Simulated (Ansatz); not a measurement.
Reaction (substitution at a C–O bond): `COC(F)S` + H₂S → `FC(S)S` + CH₃OH

Isolated molecules relaxed with PBE0-D4/def2-TZVP in Ansatz; ΔE leaves out vibrations. CCSD(T)/CBS is the MP2 limit (def2-TZVPP, def2-QZVPP) plus CCSD(T) − MP2 in def2-TZVPP, frozen cores. This one scheme is used for every species. Functionals use def2-TZVPP. Each species was taken in one conformer, which may not be the lowest.

| level | ΔE (kcal/mol) |
| --- | --- |
| BHLYP-D4 | 6.0 |
| r2SCAN | 5.6 |
| PBE0 | 4.6 |
| CAM-B3LYP | 6.7 |
| CCSD(T)/def2-SVP | 10.7 |
| CCSD/def2-TZVPP | 6.3 |
| CCSD(T)/def2-TZVPP | 6.1 |
| HF/def2-QZVPP | 7.7 |

Question: What does CCSD(T)/CBS give? (Best estimate.)

Answer: Computed: +4.3 kcal/mol. The listed levels differ from it by 1.7, 1.3, 0.3, 2.4, 6.4, 2.0, 1.8, 3.4 kcal/mol.

Largest T1 diagnostic among the species: 0.012.

Leaving LDA and LC-ωPBE aside and taking each functional with its dispersion term where it has one, the values, not all of them listed here, spread over 3.2 kcal/mol, from revPBE-D4 to CAM-B3LYP-D4. LDA lies +2.3 kcal/mol from PBE without D4. In def2-TZVPP, CCSD(T) changes the Hartree–Fock value by −1.8 kcal/mol (the triples alone add −0.2 kcal/mol) and MP2 by −3.2 kcal/mol.

CCSD(T)/CBS has its own doubt, a few kJ/mol and more with outer-core shells, so smaller differences from it don't rank the levels.
